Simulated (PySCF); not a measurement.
Compound: C3H5 (doublet state).
SMILES with atom numbers: `[CH2:1]=[C:2][CH3:3]` (hydrogens: H4, H5 on C1; H6, H7, H8 on C3)

Level of theory: UKS B3LYP, pcH-1 on C H, non-relativistic, mean-field spin-orbit, GIAO (PySCF 2.14.0). Geometry: GFN2-xTB; no solvent, vibrations or thermal averaging. The geometry wasn't refined by DFT: couplings that depend on bond lengths, twists or pyramidal angles can differ widely from those at the functional's own minimum.

Match the computed a_iso(13C) values +274.6, +19.5, -2.2 MHz with the sites C1; C2; C3.

```tsv
site	a_iso (MHz)	ρ(0) (bohr⁻³)	position	distance from C2 (Å)	spin population	largest |T| (MHz)
C1	-2.2	-0.0019	1 bond from C2	1.29	-0.16	17.6
C2	+274.6	+0.2443	largest spin population	0.00	+0.98	144.0
C3	+19.5	+0.0173	1 bond from C2	1.46	-0.05	8.8
```

Match the computed a_iso(1H) values +177.4, +113.7, +64.3 MHz (means over equivalent nuclei) with the sites H4; H5; H6/H7/H8.

| site | a_iso (MHz) | ρ(0) (bohr⁻³) | position | distance from C2 (Å) | bound to | spin population there | largest \|T\| (MHz) |
| --- | --- | --- | --- | --- | --- | --- | --- |
| H4 | +177.4 | +0.0397 | 2 bonds from C2, on C1 of spin population -0.16 | 2.11 | C1 | -0.16 | 6.5 |
| H5 | +113.7 | +0.0254 | 2 bonds from C2, on C1 of spin population -0.16 | 2.08 | C1 | -0.16 | 11.7 |
| H6/H7/H8 | +64.3 | +0.0144 | 2 bonds from C2 | 2.11 | C3 | -0.05 | 10.5 |

ρ(0) is the spin density at the nucleus and T the dipolar tensor; entries for several nuclei are means. The largest Mulliken spin populations are on C2 (+0.98), C1 (-0.16), H4 (+0.10) and H8 (+0.07). C2 is the only atom above +0.15.

Class means assume fast exchange of nuclei equivalent by connectivity; if that motion is slow, each nucleus keeps its own coupling. The three 1H nuclei of mean +64.3 MHz run from 26.4 to 140.0 MHz in the frozen geometry.

Time: 14 s of wall time (with the writing of density and orbital grids); peak memory 0.40 GiB. Hardware: one thread, Intel Xeon at 2.60 GHz (x86_64), no GPU, shared host with 128 logical CPUs at a one-minute load of 14.
